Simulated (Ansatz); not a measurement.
Cubic perovskite CsSnBr3, treated with PBEsol (Ansatz, a first-principles code, PAW).

Numerical settings: plane-wave cutoff 520 eV, 6×6×6 k mesh, Fermi–Dirac smearing 0.01 eV, scalar-relativistic PAW data made under PBE.

Cell (relaxed at this level):

```
CELL_PARAMETERS angstrom
      5.76540     0.00000     0.00000
      0.00000     5.76540     0.00000
      0.00000     0.00000     5.76540
ATOMIC_POSITIONS crystal
  Cs 0.00000 0.00000 0.00000
  Sn 0.50000 0.50000 0.50000
  Br 0.50000 0.00000 0.50000
  Br 0.00000 0.50000 0.50000
  Br 0.50000 0.50000 0.00000
```

Task: Give the computed bulk modulus B0, band gap and direct gap at Γ.

Result: 
- bulk modulus B0: 22.1 GPa
- band gap: 0.22 eV
- direct gap at Γ: 5.05 eV

Note: the relaxation could not lower the start's symmetry, so the cell can be a saddle point above a distorted one.

Spin–orbit coupling is not included; it can close the smallest gap of 0.22 eV.
